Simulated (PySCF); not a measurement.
OSi, neutral, multiplicity 1. Atoms are numbered in the order given.

```xyz
2

Si     0.0000     0.0000    -0.5503
O      0.0000     0.0000     0.9630
```
Charge 0, spin multiplicity 1.

Coordinates come from a B3LYP-D3(BJ)/def2-TZVPD optimisation.

Computed with PBE/def2-TZVPD in PySCF.

Isolated molecule, no solvent.

Computed frontier levels, gap, dipole moment and polarisability:
```yaml
highest_occupied_level: -7.47 eV
lowest_empty_level: -2.87 eV
orbital_gap: 4.60 eV
dipole_moment: 0.603 e·Å
quadrupole, principal values (traceless, Buckingham form, about the centre of nuclear charge): -3.79, 1.89, 1.89 D·Å
mean_static_polarisability: 30.8 bohr³ (4.57 Å³)
polarisability_principal_values: 28.3, 28.3, 35.8 bohr³
```
